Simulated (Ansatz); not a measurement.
# CH₇NSi (built from SMILES C[SiH].N): search for a transition state

Is there a first-order saddle for this insertion of a carbenoid, which should form Si1–H3, Si1–N4 and break H3–N4, and which two structures does it connect?

Program: Ansatz 0.2.0, Gaussian basis. Level of theory: PBE0-D4, def2-SVP first, then def2-TZVP. These are calculated values, not measurements.

90 further runs of the same task are left out: 90 set aside as unsound or not needed.

**1. Starting geometry**

The guess: 10 atoms, charge 0, spin multiplicity 1.

Atoms are counted from 1 here; the program's logs count them from 0.

Bond lengths: Si1–C2 1.899 Å, Si1–H3 1.563 Å, Si1–H5 1.469 Å, C2–H6 1.087 Å, C2–H7 1.089 Å, C2–H8 1.088 Å, N4–H9 1.009 Å, N4–H10 1.009 Å. Angles: C2–Si1–H3 117.3°, C2–Si1–H5 104.9°, H3–Si1–H5 116.6°, Si1–C2–H6 111.7°, Si1–C2–H7 111.2°, Si1–C2–H8 111.0°, H6–C2–H7 107.6°, H6–C2–H8 107.4°, H7–C2–H8 107.8°, H9–N4–H10 110.2°.

Geometry (Å):

| atom | x (Å) | y (Å) | z (Å) |
| --- | --- | --- | --- |
| Si1 | -0.8922 | 0.3699 | 0.4678 |
| C2 | 0.8404 | 1.1257 | 0.6482 |
| H3 | -0.9857 | -1.1854 | 0.3385 |
| N4 | -0.3741 | -1.4160 | -0.8384 |
| H5 | -1.5413 | 1.1579 | -0.5885 |
| H6 | 1.4892 | 0.5012 | 1.2570 |
| H7 | 1.3187 | 1.2493 | -0.3219 |
| H8 | 0.7920 | 2.1037 | 1.1232 |
| H9 | 0.3981 | -2.0366 | -0.6467 |
| H10 | -1.0451 | -1.8698 | -1.4393 |

Distances that are to change: Si1–H3 1.56 Å, Si1–N4 2.27 Å, H3–N4 1.35 Å.

**2. Constrained relaxation of the guess**

hold/in.yaml

```yaml
crystal:
  periodic: [false, false, false]
  atoms:
    - {symbol: Si, position_ang: [-0.892200, 0.369900, 0.467800]}
    - {symbol: C, position_ang: [0.840400, 1.125700, 0.648200]}
    - {symbol: H, position_ang: [-0.985700, -1.185400, 0.338500]}
    - {symbol: N, position_ang: [-0.374100, -1.416000, -0.838400]}
    - {symbol: H, position_ang: [-1.541300, 1.157900, -0.588500]}
    - {symbol: H, position_ang: [1.489200, 0.501200, 1.257000]}
    - {symbol: H, position_ang: [1.318700, 1.249300, -0.321900]}
    - {symbol: H, position_ang: [0.792000, 2.103700, 1.123200]}
    - {symbol: H, position_ang: [0.398100, -2.036600, -0.646700]}
    - {symbol: H, position_ang: [-1.045100, -1.869800, -1.439300]}
basis:
  gaussian: {orbitals: def2-SVP}
hamiltonian: {xc: pbe0, dispersion: d4}
relax: {f_tol: 0.08, max_steps: 120, escape_saddle: false, constraints: [{distance: [0, 2]}, {distance: [0, 3]}, {distance: [2, 3]}]}
```

On the command line:

```console
$ ansatz run in.yaml --threads 2 --pin off --events-out ev --progress --plain --max-ram 4352MiB
```

After this run come: A starting Hessian; Saddle search in the small basis; Saddle search in triple zeta; Checking the order of the point; Relaxing after a step of 0.30 Å one way along the mode; Relaxing after a step of 0.30 Å the other way along the mode.

What does the calculation give? Wanted: imaginary mode; barrier from the start side; barrier from the end side; energy of the step; pairs that change; zero-point energy at the saddle.

The runs gave:

```
                       quantity                                          value
                 imaginary mode                                     1548i cm⁻¹
    barrier from the start side                                   133.1 kJ/mol
      barrier from the end side                                   301.6 kJ/mol
             energy of the step                                  -168.5 kJ/mol
              pairs that change  Si1–H3 formed, Si1–N4 tightened, H3–N4 broken
zero-point energy at the saddle                                       2.082 eV
```

What this shows: One imaginary mode, 1548i cm⁻¹, makes this a first-order saddle. The two relaxations end on the structures that were planned. At PBE0-D4/def2-TZVP the electronic barrier is 133.1 kJ/mol, about 54 kT at 298 K, and the step runs 168.5 kJ/mol downhill. The barrier is thin enough for tunnelling; the leading (Wigner) term alone is a factor of 3.3 at 298 K. The ends are the nearest minima, not always the lowest complexes.
